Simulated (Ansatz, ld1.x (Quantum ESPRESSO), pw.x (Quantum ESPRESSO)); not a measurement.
**Equation-of-state test of one TM potential (carbon (C))**

- Element: carbon
- Generator: ld1.x (Quantum ESPRESSO) 7.5
- Type: norm-conserving Troullier–Martins (Kleinman–Bylander form)
- Functional: PBEsol
- Relativity: scalar-relativistic
- Frozen core: [He]
- Valence charge: 4
- Reference configuration: 2s2 2p2
- Partial waves: 2s (bound): rc 1.20 bohr; 2p (bound): rc 2.85 bohr; 3d channel at 0.1 Ry: rc 4.54 bohr
- Local potential: all-electron potential smoothed inside 1.40 bohr (lloc = -1)
- Core correction: none

Atomic tests: cutoffs needed: 35 Ry and 90 Ry (the cutoffs (Ry, on a coarse ladder) from which the occupation-weighted sum of valence levels, in a spherical-Bessel basis at the reference potential, stays within 10 and 1 mRy of its value at 400 Ry); ghost test: no extra level below or beside the all-electron valence levels (s, p, d, f tested) (spherical-Bessel basis up to 400 Ry, 20 bohr box); configuration tests: 1 of 7 tests not solved or not reliable.

Crystal test: sc C in pw.x 7.5, no spin, 18³ k-points, Fermi–Dirac smearing 0.01 Ry, cutoffs 110/440 Ry. The reference is all-electron LAPW (Ansatz 0.2.0) with the same functional, mesh and smearing; V0 and B0 come from Birch–Murnaghan fits to the pressures at five volumes. Errors are pseudo minus all-electron; Δ is the rms difference of the E(V) curves that follow from these fits, minima aligned, over ±6 % about the mean V0. Mesh and smearing are coarse, so the numbers serve the comparison and aren't converged zero-temperature values; the lattice is a test structure that the element need not adopt.

```csv
V (Å³/atom),P all-electron (GPa),P pseudo (GPa)
5.045,33.61,26.74
5.177,22.19,34.42
5.310,11.95,37.64
5.443,2.74,48.52
5.575,-5.50,49.16
```

All-electron: a0 = 1.764 Å (V0 = 5.49 Å³/atom), B0 = 347.6 GPa.

Pseudopotential: mean pressure error (GPa): +26.30. The pressure does not cross zero within the volumes sampled, so no fit is given. The largest radius (4.54 bohr) exceeds half the bond length (1.65 bohr), so the spheres overlap, which is one possible source of error among others. This is a poor potential for the solid. The pseudo pressure rises with volume over the whole range, a mechanical instability. Atomic configuration tests: 1 of 7 tests not solved or not reliable.

At the middle volume, how do free energy and pressure move when the wave cutoff is lowered (ecutrho kept at four times it)?

```csv
cutoff (Ry),shift of F (meV/atom),shift of P (GPa)
50,+37.1,+0.22
66,+24.3,-1.34
88,+3.9,-0.78
```

Input at the middle volume:

```
&control
  calculation='scf', prefix='x', pseudo_dir='./', outdir='./tmp', tstress=.true., disk_io='low'
/
&system
  ibrav=0, nat=1, ntyp=1, ecutwfc=110, ecutrho=440, nbnd=9,
  occupations='smearing', smearing='fd', degauss=0.01
/
&electrons
  conv_thr=1e-09, mixing_beta=0.4, electron_maxstep=70
/
ATOMIC_SPECIES
C 1.0 C.UPF
CELL_PARAMETERS angstrom
  1.74460926 0.00000000 0.00000000
  0.00000000 1.74460926 0.00000000
  0.00000000 0.00000000 1.74460926
ATOMIC_POSITIONS crystal
C 0.0000 0.0000 0.0000
K_POINTS automatic
18 18 18 0 0 0
```

```bash
pw.x < C.scf.in > C.scf.out
```

Lines of the output:

```
Message from routine setup:
     using ibrav=0 with symmetry is DISCOURAGED, use correct ibrav instead
     lattice parameter (alat)  =       3.2968  a.u.
     unit-cell volume          =      35.8337 (a.u.)^3
     number of electrons       =         4.00
     number of Kohn-Sham states=            9
     kinetic-energy cutoff     =     110.0000  Ry
     charge density cutoff     =     440.0000  Ry
     scf convergence threshold =      1.0E-09
     Exchange-correlation= PBESOL
     number of k points=   220  Fermi-Dirac smearing, width (Ry)=  0.0100
     iteration #  1     ecut=   110.00 Ry     beta= 0.40
     total energy              =     -11.36065388 Ry
     estimated scf accuracy    <       0.00440120 Ry
     iteration #  2     ecut=   110.00 Ry     beta= 0.40
     total energy              =     -11.36062848 Ry
     estimated scf accuracy    <       0.00132823 Ry
     iteration #  3     ecut=   110.00 Ry     beta= 0.40
     total energy              =     -11.36071068 Ry
     estimated scf accuracy    <       0.00000663 Ry
     iteration #  4     ecut=   110.00 Ry     beta= 0.40
     total energy              =     -11.36071249 Ry
     estimated scf accuracy    <       0.00000004 Ry
     iteration #  5     ecut=   110.00 Ry     beta= 0.40
     total energy              =     -11.36071250 Ry
     estimated scf accuracy    <          3.5E-09 Ry
     iteration #  6     ecut=   110.00 Ry     beta= 0.40
     the Fermi energy is    13.8903 ev
!    total energy              =     -11.36071250 Ry
     estimated scf accuracy    <          6.9E-11 Ry
     smearing contrib. (-TS)   =      -0.00161396 Ry
     The total energy is F=E-TS. E is the sum of the following terms:
     one-electron contribution =       5.54248952 Ry
     hartree contribution      =       0.28480759 Ry
     xc contribution           =      -3.41658987 Ry
     ewald contribution        =     -13.76980578 Ry
     convergence has been achieved in   6 iterations
          total   stress  (Ry/bohr**3)                   (kbar)     P=      376.45
```

The run at the middle volume (220 k-points, 6 iterations) took about 13 s on one core of a shared host (Neoverse-V1, 32 threads, 247 GiB, load 46).
